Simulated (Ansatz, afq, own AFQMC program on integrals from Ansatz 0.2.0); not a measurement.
# ZrS⁺, quartet: AFQMC among the cluster methods

```json
{"atom": "Zr", "x (Å)": "0.0000", "y (Å)": "0.0000", "z (Å)": "0.0000"}
{"atom": "S", "x (Å)": "0.0000", "y (Å)": "0.0000", "z (Å)": "2.1829"}
```

Basis def2-SVP with its core potentials. Noble-gas cores (and the filled d shells of Ga–Kr and In–Xe) are frozen. AFQMC by an in-house program on the Cholesky factors that Ansatz 0.2.0 writes for its CCSD(T) run. The CISD trial takes its coefficients from CCSD amplitudes. Released means that phaseless walkers are propagated on without the constraint, phases kept. Uncertainties: one standard error, sampling alone. No spin–orbit coupling. The metal's outer-core s and p shells are frozen, which shifts wave-function levels against functionals.

Determinant: UHF, the one that the program's search chose, which needn't be the lowest solution. The geometry is a PBE0/def2-TZVP stationary point of this or a neighbouring charge and spin state.

No full CI on the walks' own integrals is used here; CCSDT(Q) serves as the reference and is uncertain by about the last step of the cluster series.

Cautions: no spin-orbit coupling; outer-core shells of the metal frozen; another spin lies lower (by 2.16 eV).

The T1 diagnostic is 0.0281. The weight of the determinant in the CISD state is 0.901 and the ⟨S²⟩ of the determinant is 3.763. The size of the correlated space is 9 electrons in 40 orbitals.

Reference: CCSDT(Q), correlation energy -4.524 eV. The released energy is read at 4.20 1/Eh (meV from the phaseless value at times in 1/Eh: -9.9 ± 2.5 at 0.60, -13 ± 5 at 1.20, -16 ± 4 at 2.00, -21 ± 4 at 3.00, -17 ± 5 at 4.20).

| level | E − E(reference) (kcal/mol) | share of correlation (%) |
| --- | --- | --- |
| HF | 104.34 | 0.00 |
| MP2 | 18.07 | 82.68 |
| CCSD | 5.29 | 94.93 |
| CCSD(T) | 1.02 | 99.02 |
| CCSDT | 0.31 | 99.70 |
| ph-AFQMC/CISD | 0.66 ± 0.09 | 99.37 |
| released AFQMC | 0.26 ± 0.12 | 99.75 |

A walk keeps the symmetry of its determinant, which the program's search chose and which needn't be the lowest solution, so a lower state of the same spin and another symmetry isn't excluded. Released energies are given only where the last usable release times agree within the noise; a slower fall can still hide under it.
